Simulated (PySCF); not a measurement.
Process, species as SMILES: OCl (OH-Cl) + H+ → Cl[OH2+]
B3LYP-D3(BJ)/def2-TZVP geometries, fixed; electronic energies without zero-point terms; positive where energy is released.

Effect of the auxiliary basis of density fitting at r2SCAN/def2-TZVP with PySCF, against the last row, where the proton affinity is 157.45 kcal/mol. The proton sits at the site shown, which need not be the one that binds it best.

| setting | fitting functions, largest species | largest shift of a total energy (mEh) | shift of the proton affinity (kcal/mol) |
|---|---|---|---|
| density fitting: autoaux | 474 | -0.013 | 0.000 |
| density fitting: def2-universal-jkfit | 241 | -0.057 | 0.011 |
| density fitting: cc-pvtz-jkfit | 260 | -0.017 | 0.000 |
| density fitting: cc-pvqz-jkfit | 356 | -0.008 | -0.001 |
| density fitting: weigend | 122 | -0.256 | 0.058 |
| density fitting: none | - | 0.000 | 0.000 |

Within 0.05 kcal/mol in the proton affinity: density fitting: autoaux; density fitting: def2-universal-jkfit; density fitting: cc-pvtz-jkfit; density fitting: cc-pvqz-jkfit. The largest shift is 0.256 mEh in a total energy and 0.058 kcal/mol in the difference.
